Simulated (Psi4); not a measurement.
**UB2PLYP/aug-pcseg-2 (density fitting, density fitting for correlation, sweep point 3) run of AlNH2Cl (SMILES [NH2][Al][Cl])**

Aim: the vertical ionisation energy of AlNH2Cl at UB2PLYP/aug-pcseg-2 (density fitting, density fitting for correlation, sweep point 3), from 2 runs. 

The results are computed with Psi4 1.11.

## Step 1: Starting point

The species is AlNH2Cl (5 atoms), meant as a doublet with charge 0. As SMILES, `[NH2][Al][Cl]`. The shape is that of a PBE0-D4/def2-TZVP optimisation. This is one conformer, not always the lowest.

Bond lengths: N1–Al2 1.765 Å, Al2–Cl3 2.116 Å, N1–H4 1.007 Å, N1–H5 1.009 Å. Angles: N1–Al2–Cl3 116.7°, Al2–N1–H4 124.9°, Al2–N1–H5 124.1°, H4–N1–H5 111.0°.

## Step 2: The energy at UB2PLYP/aug-pcseg-2 (density fitting, density fitting for correlation, sweep point 3)

The input, alclh2n.inp:

```
memory 1600 MB

molecule system {
  0 2
  N     -0.549400     0.461700    -0.232000
  Al     0.402600    -0.291600     1.049100
  Cl     1.907000    -1.649700     0.440800
  H     -1.293600     1.123300    -0.083500
  H     -0.416600     0.282700    -1.215900
  symmetry c1
}

set basis aug-pcseg-2
set reference uks
set puream true
set scf_type df
set dft_radial_points 99
set dft_spherical_points 590
set num_frozen_docc 11
set maxiter 150

energy_value, wavefunction = energy("b2plyp", return_wfn=True)
```

On the command line:

```console
psi4 -i alclh2n.inp -o alclh2n.out -n 1
```

alclh2n.out:

```text
[...]
  Running in c1 symmetry.
[...]
  Nuclear repulsion =  119.524169334353630
[...]
  Multiplicity = 2
[...]
  Nalpha       = 20
  Nbeta        = 19
[...]
    Number of basis functions: 192
[...]
   @DF-UKS iter   1:  -757.99073734761805   -3.99156e-01   4.23345e-03 DIIS/ADIIS
[...]
   @DF-UKS iter   9:  -758.27292897052314   -1.22772e-07   5.13152e-07 DIIS
[...]
   @S^2 Observed:                7.520003059E-01
[...]
    Orbital Energies [Eh]
    ---------------------
    Alpha Occupied:
       1A   -102.859104     2A    -57.043438     3A    -14.815288
       4A     -9.887842     5A     -7.526204     6A     -7.523061
       7A     -7.522943     8A     -4.466834     9A     -2.921514
      10A     -2.920921    11A     -2.917329    12A     -0.957847
      13A     -0.915489    14A     -0.559999    15A     -0.520607
      16A     -0.442780    17A     -0.386119    18A     -0.383543
      19A     -0.333201    20A     -0.260261
    Alpha Virtual:
      21A     -0.005126    22A      0.005356    23A      0.014029
      24A      0.018046    25A      0.027073    26A      0.040309
[...]
  @DF-UKS Final Energy:  -758.27292897052314
   => Energetics <=
    Nuclear Repulsion Energy =            119.5241693343536298
    One-Electron Energy =               -1286.9716543937258848
    Two-Electron Energy =                 435.2599925915162657
    DFT Exchange-Correlation Energy =     -26.0854365026672035
    Empirical Dispersion Energy =           0.0000000000000000
    VV10 Nonlocal Energy =                  0.0000000000000000
    Total Energy =                       -758.2729289705231395
[...]
 Multipole Moments:
 ------------------------------------------------------------------------------------
     Multipole            Electronic (a.u.)      Nuclear  (a.u.)        Total (a.u.)
 ------------------------------------------------------------------------------------
 L = 1.  Multiply by 2.5417464519 to convert [e a0] to [Debye]
 Dipole X            :          3.0611034           -3.7462745           -0.6851711
 Dipole Y            :         -2.5161352            3.1189524            0.6028172
 Dipole Z            :          2.6413773           -2.6086102            0.0327671
 Magnitude           :                                                    0.9131931
[...]
```

It took 56 s on 1 thread of Intel Xeon Platinum 8259CL at 2.50GHz (Skylake/Cascade Lake), shared host; peak memory 1 GiB.

## Step 3: The singlet cation

The input, calc.inp:

```
memory 1600 mb

molecule molecule1 {
  1 1
  N     -0.549400     0.461700    -0.232000
  Al     0.402600    -0.291600     1.049100
  Cl     1.907000    -1.649700     0.440800
  H     -1.293600     1.123300    -0.083500
  H     -0.416600     0.282700    -1.215900
  symmetry c1
}

set {
  puream               true
  scf_type             df
  dft_radial_points    99
  dft_spherical_points 590
  num_frozen_docc      11
}

result = energy("b2plyp/aug-pcseg-2")
```

On the command line:

```console
psi4 -n 1 calc.inp calc.out
```

calc.out:

```text
[...]
  Running in c1 symmetry.
[...]
  Nuclear repulsion =  119.524169334353630
[...]
  Multiplicity = 1
[...]
  Nalpha       = 19
  Nbeta        = 19
[...]
    Number of basis functions: 192
[...]
   @DF-RKS iter   1:  -757.70645113954163   -1.14870e-01   4.04975e-03 DIIS/ADIIS
[...]
   @DF-RKS iter   9:  -757.96845510051207   -7.81533e-07   9.70981e-07 DIIS
[...]
    Orbital Energies [Eh]
    ---------------------
    Doubly Occupied:
       1A   -103.089972     2A    -57.352378     3A    -15.034765
       4A    -10.115425     5A     -7.754040     6A     -7.750078
       7A     -7.750028     8A     -4.767413     9A     -3.223208
      10A     -3.223073    11A     -3.217619    12A     -1.164963
      13A     -1.127711    14A     -0.764101    15A     -0.732620
      16A     -0.649910    17A     -0.595305    18A     -0.590711
      19A     -0.542915
[...]
  @DF-RKS Final Energy:  -757.96845510051207
   => Energetics <=
    Nuclear Repulsion Energy =            119.5241693343536298
    One-Electron Energy =               -1277.5477648930884698
    Two-Electron Energy =                 426.0040719501453736
    DFT Exchange-Correlation Energy =     -25.9489314919227709
    Empirical Dispersion Energy =           0.0000000000000000
    VV10 Nonlocal Energy =                  0.0000000000000000
    Total Energy =                       -757.9684551005121875
[...]
 Multipole Moments:
 ------------------------------------------------------------------------------------
     Multipole            Electronic (a.u.)      Nuclear  (a.u.)        Total (a.u.)
 ------------------------------------------------------------------------------------
 L = 1.  Multiply by 2.5417464519 to convert [e a0] to [Debye]
 Dipole X            :          2.3160437           -3.7462745           -1.4302308
 Dipole Y            :         -1.7781624            3.1189524            1.3407900
 Dipole Z            :          3.9698572           -2.6086102            1.3612470
 Magnitude           :                                                    2.3866862
[...]
```

Run time: 32 s. Hardware: 1 thread of Intel Xeon Platinum 8259CL at 2.50GHz (Skylake/Cascade Lake), shared host; peak memory 1 GiB.

## Step 4: What came out

At UB2PLYP/aug-pcseg-2 (density fitting, density fitting for correlation, sweep point 3), 11 core orbitals frozen:

```
                                                                 quantity          value
                                            doublet AlNH2Cl: total energy  -758.42213 Eh
doublet AlNH2Cl: HOMO energy (SCF part's orbitals) (highest over α and β)       -7.08 eV
 doublet AlNH2Cl: LUMO energy (SCF part's orbitals) (lowest over α and β)       -1.63 eV
                                                    doublet AlNH2Cl: ⟨S²⟩          0.752
                                             singlet cation: total energy  -758.11820 Eh
                        singlet cation: HOMO energy (SCF part's orbitals)      -14.77 eV
                        singlet cation: LUMO energy (SCF part's orbitals)       -9.34 eV
                      singlet cation: HOMO–LUMO gap (SCF part's orbitals)        5.43 eV
                       vertical ionisation energy (to the singlet cation)       8.270 eV
```

**Reading.** Removing an electron at fixed nuclei costs 8.27 eV (798 kJ/mol). Only the singlet of the ionised species was computed; a triplet could lie lower.
